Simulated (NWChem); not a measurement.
# C2H3F3 (1,1,1-trifluoroethane): levels of theory compared

Wanted: a comparison of 4 runs (SVWN5/cc-pVDZ, MP2/cc-pVDZ, CCSD/cc-pVDZ, CCSD(T)/cc-pVDZ) of C2H3F3 (1,1,1-trifluoroethane). 

Program for the calculation: NWChem 7.3.0.

## 1. The structure to begin with

C2H3F3: 8 atoms, total charge 0, spin state singlet. SMILES: `CC(F)(F)F`. The shape is that of a PBE0-D4/def2-TZVP optimisation.

Bond lengths: C1–C2 1.497 Å, C2–F3 1.341 Å, C2–F4 1.341 Å, C2–F5 1.341 Å, C1–H6 1.089 Å, C1–H7 1.089 Å, C1–H8 1.089 Å. Some angles: C1–C2–F3 111.8°, C1–C2–F4 111.8°, C1–C2–F5 111.8°, F3–C2–F4 107.1°, F3–C2–F5 107.1°, F4–C2–F5 107.1°, C2–C1–H6 109.3°, C2–C1–H7 109.3°, C2–C1–H8 109.3°, H6–C1–H7 109.7°.

## 2. Energy and gradient at SVWN5/cc-pVDZ (run 1)

Contents of run.nw:

```
start run
title "C2H3F3"
memory 2200 mb
charge 0

geometry noautosym nocenter noautoz
   C     -0.615400    -0.141500     0.471500
   C      0.557600     0.109900    -0.423700
   F      1.692800    -0.382000     0.093900
   F      0.395200    -0.458200    -1.627700
   F      0.754200     1.420300    -0.629900
   H     -0.441600     0.335800     1.434900
   H     -0.738000    -1.214600     0.611200
   H     -1.512600     0.273100     0.014000
end

basis "ao basis" spherical bse
   * library cc-pVDZ
end

dft
   xc slater vwn_5
   grid xfine
   convergence energy 1e-08
   iterations 100
   mulliken
   print low
end

task dft gradient
```

Command:

```console
$ nwchem run.nw > run.out
```

Standard output:

```text
[...]
 d= 0,ls=0.0,diis     1   -374.7746947246 -5.77D+02  2.15D-02  2.15D+00     3.4
[...]
 d= 0,ls=0.0,diis    10   -374.9616380732 -2.03D-09  2.50D-07  1.64D-09    24.3
         Total DFT energy =     -374.961638073234
      One electron energy =     -923.702795395398
           Coulomb energy =      387.358561156674
    Exchange-Corr. energy =      -40.733811462185
 Nuclear repulsion energy =      202.116407627676
[...]
      Total Density - Mulliken Population Analysis
     ---------------------------------------------
    Atom       Charge   Shell Charges
 -----------   ------   -------------------------------------------------------
    1 C    6     6.17   2.02  0.65  0.38  2.20  0.89  0.03
    2 C    6     5.77   2.01  0.71  0.22  1.93  0.58  0.31
    3 F    9     9.11   2.01  0.88  0.98  3.33  1.90  0.01
    4 F    9     9.11   2.01  0.88  0.98  3.33  1.90  0.01
    5 F    9     9.11   2.01  0.88  0.98  3.33  1.90  0.01
    6 H    1     0.91   0.71  0.17  0.03
    7 H    1     0.91   0.71  0.17  0.03
    8 H    1     0.91   0.71  0.17  0.03
[...]
                         DFT ENERGY GRADIENTS
    atom               coordinates                        gradient
                 x          y          z           x          y          z
   1 C      -1.162937  -0.267396   0.891006   -0.012931  -0.002800   0.009872
   2 C       1.053711   0.207681  -0.800677    0.003704   0.000861  -0.002785
   3 F       3.198928  -0.721875   0.177445   -0.001802   0.001099  -0.001422
   4 F       0.746820  -0.865872  -3.075907    0.000815   0.001239   0.002026
   5 F       1.425231   2.683978  -1.190338    0.000088  -0.002594   0.000046
   6 H      -0.834503   0.634570   2.711568   -0.001787  -0.005365  -0.011057
   7 H      -1.394618  -2.295261   1.155001    0.001569   0.012218  -0.001727
   8 H      -2.858400   0.516084   0.026456    0.010344  -0.004658   0.005047
 Task  times  cpu:       30.8s     wall:       30.8s
 Total times  cpu:       30.8s     wall:       30.8s
```

Wall time 32 s (1 thread of Intel Xeon Platinum 8259CL at 2.50GHz (Skylake/Cascade Lake), shared host); peak memory 0.14 GiB.

## 3. Energy and gradient at MP2/cc-pVDZ (run 2)

Contents of m1.nw:

```
start m1
memory total 2200 mb
geometry units angstrom noautosym nocenter noautoz
 C       -0.615400      -0.141500       0.471500
 C        0.557600       0.109900      -0.423700
 F        1.692800      -0.382000       0.093900
 F        0.395200      -0.458200      -1.627700
 F        0.754200       1.420300      -0.629900
 H       -0.441600       0.335800       1.434900
 H       -0.738000      -1.214600       0.611200
 H       -1.512600       0.273100       0.014000
end
basis spherical bse
 * library cc-pVDZ
end
scf
 thresh 1e-08
 maxiter 80
end
mp2
 freeze core 5
 tight
end
task mp2 gradient
```

Command:

```console
$ nwchem m1.nw > m1.out
```

Standard output:

```text
[...]
  functions       =    85
[...]
  wavefunction    = RHF
[...]
         Total SCF energy =   -375.840220890487
      One-electron energy =   -923.461394502492
      Two-electron energy =    345.504765984329
 Nuclear repulsion energy =    202.116407627676
        Time for solution =     25.3s
[...]
          Total MP2 energy          -376.670988675827
[...]
                         mp2 ENERGY GRADIENTS
    atom               coordinates                        gradient
                 x          y          z           x          y          z
   1 C      -1.162937  -0.267396   0.891006   -0.001786  -0.000414   0.001367
   2 C       1.053711   0.207681  -0.800677    0.001104   0.000310  -0.000797
   3 F       3.198928  -0.721875   0.177445   -0.006807   0.003752  -0.004617
   4 F       0.746820  -0.865872  -3.075907    0.002385   0.004277   0.007554
   5 F       1.425231   2.683978  -1.190338   -0.000161  -0.009080   0.000520
   6 H      -0.834503   0.634570   2.711568   -0.000987  -0.002855  -0.005846
   7 H      -1.394618  -2.295261   1.155001    0.000795   0.006491  -0.000892
   8 H      -2.858400   0.516084   0.026456    0.005455  -0.002481   0.002711
[...]
```

Wall time 63 s (1 thread of Intel Xeon Platinum 8259CL at 2.50GHz (Skylake/Cascade Lake), shared host); peak memory 0.29 GiB.

Run 3 isn't shown in full; the table further down has it.

## 4. The energy at CCSD(T)/cc-pVDZ (run 4)

Contents of mymol.nw:

```
start mymol
title "C2H3F3"
memory stack 880 mb heap 220 mb global 1100 mb

geometry units bohr noautosym nocenter noautoz
 C   -1.16293746  -0.26739625   0.89100587
 C    1.05371129   0.20768090  -0.80067696
 F    3.19892838  -0.72187538   0.17744528
 F    0.74681976  -0.86587251  -3.07590721
 F    1.42523144   2.68397801  -1.19033849
 H   -0.83450306   0.63457003   2.71156802
 H   -1.39461788  -2.29526135   1.15500061
 H   -2.85839974   0.51608420   0.02645617
end

basis spherical bse
 * library cc-pVDZ
end

scf
 thresh 1e-08
 maxiter 80
 print low
end

ccsd
 freeze core 5
 maxiter 60
end

task ccsd(t) energy
```

Command:

```console
$ nwchem mymol.nw > mymol.out
```

Standard output:

```text
[...]
  functions       =    85
[...]
  wavefunction    = RHF
[...]
         Total SCF energy =   -375.840220880195
      One-electron energy =   -923.461366212939
      Two-electron energy =    345.504752092104
 Nuclear repulsion energy =    202.116393240640
        Time for solution =     25.2s
[...]
 Total MP2 energy:           -376.670988684422070
[...]
             energy      energy      error      ampl     ampl      Block
                                                time     time      time
[...]
 Total CCSD energy:           -376.697974375964009
[...]
 Total CCSD+T(CCSD) energy:           -376.717631936195914
[...]
 Total CCSD(T) energy:                -376.716037369400453
[...]
```

Wall time 3.7 min (1 thread of Intel Xeon Platinum 8259CL at 2.50GHz (Skylake/Cascade Lake), shared host); peak memory 0.28 GiB.

## 5. All runs side by side

```tsv
run	level	integration grid	iteration cap	energy (Eh)	wall time
1	SVWN5/cc-pVDZ	xfine	100	-374.961638	32 s
2	MP2/cc-pVDZ	–	80	-376.670989	63 s
3	CCSD/cc-pVDZ	–	80	-376.697974	2.9 min
4	CCSD(T)/cc-pVDZ	–	80	-376.716037	3.7 min
```

## 6. Outcome

| quantity | value |
| --- | --- |
| run 4: total energy | -376.71604 Eh |
| run 4: correlation energy (5 core orbitals frozen) | -875.8 mEh |
| run 4: (T) correction | -18.06 mEh |

All runs together took 8.1 min, the longest 3.7 min.
